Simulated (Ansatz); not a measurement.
The reference is MgO in the rock salt structure (space group Fm-3m, No. 225; a = 4.2149 Å).

Calculations: PBEsol (Ansatz, an electronic-structure program; PAW; 420 eV plane waves; without spin-orbit coupling), earlier PAW set.

```csv
level,band gap,lattice parameter a
PBEsol,4.62 eV,4.215 Å
```

Measured: band gap 8.36 eV (static lattice; corrected from measurement; as listed in Wei Chen et al., Physical Review Materials (2018)); lattice parameter a 4.189 Å (static lattice; corrected from measurement; as listed in Daniel Mejia-Rodriguez, S. B. Trickey, Phys. Rev. B (2018)).

Computed minus measured — band gap: PBEsol -3.74 eV; lattice parameter a: PBEsol +0.6 %. A measured gap can be an optical one, lowered by exciton binding.

Semilocal Kohn–Sham gaps tend to fall short of experiment. No phonon test of stability was made.
